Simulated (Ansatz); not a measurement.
`[AlH2][BH]Cl` + H₂O → `[OH][AlH2]` + `BCl` at 500 K and 1 bar (formal hydrolysis of the Al–B bond).

Computed with Ansatz on PBE0-D4/def2-TZVP structures; ΔE is electronic, products minus reactants. CCSD(T)/CBS adds triple-zeta CCSD(T) − MP2 to the extrapolated MP2 energy (def2 sets, frozen cores). This one scheme is used for every species.

| species | CCSD(T)/CBS energy (Eh) | H − E (kJ/mol) | S (J/(mol·K)) |
| --- | --- | --- | --- |
| `[AlH2][BH]Cl` | -728.37691 | 102.2 | 350.1 |
| H₂O | -76.37941 | 73.2 | 206.3 |
| `[OH][AlH2]` | -319.03157 | 95.7 | 286.7 |
| `BCl` | -485.78909 | 75.1 | 258.0 |

H − E and S are ideal-gas, rigid-rotor, harmonic terms from PBE0-D4/def2-TZVP. 1 Eh = 2625.50 kJ/mol, R = 8.31446 J/(mol·K).

By hand: ΔE, ΔH, ΔS and ΔG.

ΔE = (-319.03157) + (-485.78909) − (-728.37691) − (-76.37941) = -0.06434 Eh = -168.9 kJ/mol. Δ(H − E) = 95.7 + 75.1 − 102.2 − 73.2 = -4.6, so ΔH = -173.5 kJ/mol. ΔS = 286.7 + 258.0 − 350.1 − 206.3 = -11.7 J/(mol·K). ΔG = -173.5 − 500 × (-11.7)/1000 = -167.7 kJ/mol.

By hand: the equilibrium constant, and the temperature at which ΔG would vanish if ΔH and ΔS stayed fixed.

log₁₀ K = −ΔG/(RT ln 10) = 17.5. ΔG = 0 at ΔH/ΔS = 14829 K, far beyond where these terms or the molecules hold.

The number of gas molecules stays the same, so ΔS is small and ΔH decides. A doubt of 5 kJ/mol in ΔE shifts log₁₀ K by 0.5 here. These are equilibria of isolated gas molecules and say nothing of rates. Largest T1 diagnostic: 0.013 (customary marks: 0.02 for closed shells, 0.045 for open ones).
